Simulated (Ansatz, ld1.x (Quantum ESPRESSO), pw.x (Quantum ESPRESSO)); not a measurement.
## Pd: does the PAW potential hold in the solid?

ld1.x (Quantum ESPRESSO) 7.5 input, shortened:

```
&input
   title='Pd', zed=46., rel=1, dft='PW', iswitch=3,
   config='[Kr] 4d10 5s0 5p0'
 /
 &inputp
   pseudotype=3, lpaw=.true., tm=.true., lloc=-1, rcloc=4.35,
   nlcc=.true., new_core_ps=.true., rcore=1.70,
   which_augfun='PSQ', rmatch_augfun_nc=.true.
 /
6
5S  1  0   0.00   0.00  1.90  2.65  0.0
5S  1  0   0.00   2.35  1.90  2.65  0.0
5P  2  1   0.00   0.00  3.70  4.80  0.0
5P  2  1   0.00   1.35  3.70  4.80  0.0
4D  3  2  10.00   0.00  1.65  2.04  0.0
4D  3  2   0.00   4.30  1.65  2.04  0.0
 &test
   configts(1)='4d10 5s0 5p0'
 /
```

Atomic tests: cutoffs needed: 25 Ry and 40 Ry (the cutoffs (Ry, on a coarse ladder) from which the occupation-weighted sum of valence levels, in a spherical-Bessel basis at the reference potential, stays within 10 and 1 mRy of its value at 400 Ry); ghost test: no extra level below or beside the all-electron valence levels (s, p, d, f tested) (spherical-Bessel basis up to 400 Ry, 20 bohr box); configuration tests: 2 of 9 tests not solved or not reliable.

Crystal test: diamond Pd in pw.x 7.5, no spin, 8³ k-points, Fermi–Dirac smearing 0.01 Ry, cutoffs 50/400 Ry. The reference is all-electron LAPW (Ansatz 0.2.0) with the same functional, mesh and smearing; V0 and B0 come from Birch–Murnaghan fits to the pressures at five volumes. Errors are pseudo minus all-electron; Δ is the rms difference of the E(V) curves that follow from these fits, minima aligned, over ±6 % about the mean V0. Mesh and smearing are coarse, so the numbers serve the comparison and aren't converged zero-temperature values; the lattice is a test structure that the element need not adopt.

```tsv
V (Å³/atom)	P all-electron (GPa)	P pseudo (GPa)
21.086	5.70	171.52
21.641	2.62	152.08
22.196	-0.01	134.75
22.751	-2.24	119.28
23.306	-4.14	105.41
```

All-electron: a0 = 5.621 Å (V0 = 22.19 Å³/atom), B0 = 96.8 GPa.

Pseudopotential: converged, but broken (pressure over 100 GPa off). The pressure does not cross zero within the volumes sampled, so no fit is given. The largest radius (4.80 bohr) exceeds half the bond length (2.30 bohr), so the spheres overlap, which is one possible source of error among others. Atomic configuration tests: 2 of 9 tests not solved or not reliable. A pressure error of this size marks a broken potential; the numbers have no physical meaning.

Problem. At the middle volume, how do free energy and pressure move when the wave cutoff is lowered (ecutrho held at 400 Ry)?

Solution.

```
cutoff (Ry)  shift of F (meV/atom)  shift of P (GPa)
         22                 +365.2            -21.16
         30                  +66.9             -0.30
         40                   +7.4             -0.58
```

The run at the middle volume (29 k-points, 8 iterations) took about 14 s on one core of a shared host (Neoverse-V2, 32 threads, 247 GiB, load 8).
